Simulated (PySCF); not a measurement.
Rock-salt NaF was calculated with PBE0 (PySCF, GTH pseudopotentials, Gaussian basis).

The same calculation (at the measured cell, 12.430 Å³/atom) with different numerical settings; throughout: k mesh 2×2×2:

```tsv
run	basis	gap on the mesh (eV)	total energy (eV/atom)
1	DZ	9.380	-973.6459
2	TZ	9.403	-973.7996
3	QZ	9.349	-973.8190
```

In the column total energy (eV/atom) the first row differs from the last by +0.1731 and the next to last by +0.0194.

The last row is no converged limit: other settings stay fixed.
